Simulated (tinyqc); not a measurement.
Worked calculation: Pariser-Parr-Pople SCF with singles CI, for the molecule c1ccsc1 (SMILES; centres numbered as the heavy atoms are written). One step of it, computed by the program tinyqc.

Problem. Singles CI, singlets. Over the 6 single excitations with the smallest orbital gaps: A = (e_a - e_i) delta + 2 (ia|jb) - (ij|ab), with (pq|rs) = sum c_mp c_mq gamma_mn c_nr c_ns. f = 2/3 w |mu|^2 in atomic units, mu = sqrt2 sum c_ia sum_m c_mi c_ma R_m.

orbital energies (eV): -13.557219  -10.116463  -9.357059  -0.258897  1.351793

coefficients:
```
         MO1        MO2        MO3        MO4        MO5
1C  0.333149  -0.551271   0.353573  -0.291681  -0.612389
2C  0.333177  -0.551437  -0.353267  -0.291453   0.612509
3C  0.426717  -0.039758  -0.612433   0.562382  -0.353531
4S  0.643292   0.623606  -0.000171  -0.444175   0.000054
5C  0.426724  -0.039402   0.612465   0.562505   0.353310
```

repulsion gamma_rs (eV):
```
           1C         2C         3C         4S         5C
1C  11.130000   5.344818   4.046371   4.163681   5.344818
2C   5.344818  11.130000   5.346212   4.163220   4.045107
3C   4.046371   5.346212  11.130000   5.552194   4.045936
4S   4.163681   4.163220   5.552194  13.000000   5.552920
5C   5.344818   4.045107   4.045936   5.552920  11.130000
```

Centres (angstrom, eV; a flat drawing with bonds scaled to 1.40 angstrom):
```
centre          x          y  core charge z          W   gamma_rr
1C       1.191000   0.000000              1  11.160000  11.130000
2C       0.368000   1.133000              1  11.160000  11.130000
3C      -0.963000   0.700000              1  11.160000  11.130000
4S      -0.963000  -0.700000              2  22.000000  13.000000
5C       0.368000  -1.133000              1  11.160000  11.130000
```

Give: singlet CI matrix; singlet excitation energies; oscillator strengths.

Solution.

singlet CI matrix (eV):
```
         3>4      2>4      3>5      2>5      1>4      1>5
3>4   6.0177  -0.0004   0.0005   0.2533   0.0002   0.3509
2>4  -0.0004   6.2904  -0.8477  -0.0001  -0.0054  -0.0002
3>5   0.0005  -0.8477   7.2190   0.0001   0.2927   0.0004
2>5   0.2533  -0.0001   0.0001   7.8220  -0.0002  -0.2998
1>4   0.0002  -0.0054   0.2927  -0.0002   9.2673   0.0000
1>5   0.3509  -0.0002   0.0004  -0.2998   0.0000  10.7250
```

singlet excitation energies (eV): 5.7821  5.9509  7.6807  7.8360  9.3139  10.7777

oscillator strengths: 0.0720  0.3240  0.9024  0.3948  0.0335  0.0061
